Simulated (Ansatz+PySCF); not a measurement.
A calculation with Ansatz (development build ahead of 0.2.0).

```yaml
crystal:
  periodic: [false, false, false]
  atoms:
    - { symbol: H, position_ang: [2.15922, -0.00799, 0.02257] }
    - { symbol: C, position_ang: [1.24742, -0.5872, 0.00164] }
    - { symbol: C, position_ang: [0.03038, 0.11821, -0.00041] }
    - { symbol: "N", position_ang: [-1.1142, -0.64962, -0.03843] }
    - { symbol: H, position_ang: [-1.99011, -0.16603, 0.08095] }
    - { symbol: H, position_ang: [1.30225, -1.66911, -0.02723] }
    - { symbol: H, position_ang: [-1.09312, -1.6374, 0.15072] }
    - { symbol: O, position_ang: [-0.0111, 1.34387, 0.00435] }
basis:
  gaussian: { orbitals: cc-pVTZ }
magnetization:
  spin_polarized: true
  initial_magnetization: 1
hamiltonian:
  xc: hf
correlation:
  method: mp2
  frozen_orbitals: { C: 1, H: 0, "N": 1, O: 1 }
output:
  forces: true
```

The input is written out in the form of the current development build from the run's settings.

The run gave:

```yaml
Converged: yes
Reference_energy: -207.43045 hartree
Correlation_energy: -0.73411 hartree
Total_energy: -208.16457 hartree
Spin_squared_of_the_determinant: 0.806
Stability_test: minimum
```

Forces (eV/Å):
```tsv
atom	Fx	Fy	Fz
H1	-0.156	-0.118	-0.002
C2	2.157	-1.435	0.000
C3	-2.576	1.718	-0.007
N4	0.454	0.171	0.104
H5	0.166	-0.012	-0.031
H6	-0.005	0.197	0.002
H7	0.044	0.158	-0.054
O8	-0.084	-0.679	-0.014
```
